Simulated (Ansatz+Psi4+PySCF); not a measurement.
Results of a calculation; reference values are marked as such.
A run of PySCF 2.14.0 on singlet H2S at this shape:

```xyz
3

S     0.0000    0.0000    0.1025
H     0.0000    0.9663   -0.8202
H     0.0000   -0.9663   -0.8202
```

Its results:

```yaml
Converged: yes
Reference_energy: -398.71511 hartree
Correlation_energy: -0.19072 hartree
Total_energy: -398.90583 hartree
Spin_squared_of_the_determinant: 0.000
```

(1) Which input gives this output? Name the method, the orbitals and the basis set, and write the input.

Results:

(1) RHF-MP2 in cc-pVTZ on H; cc-pV(T+d)Z on S. An unrestricted run that stays on the closed shell gives the same numbers.

```python
from pyscf import gto, scf, mp

# the (T+d) and (D+d) sets load through basis_set_exchange
mol = gto.M(atom="""
S 0.000000 0.000000 0.102520
H 0.000000 0.966250 -0.820150
H 0.000000 -0.966250 -0.820150
""", basis={'H': 'cc-pvtz', 'S': 'cc-pv(t+d)z'}, charge=0, spin=0)
mf = scf.RHF(mol)
mf.kernel()
pt = mp.MP2(mf, frozen=5).run()
print(mf.e_tot, pt.e_corr, pt.e_tot)
```
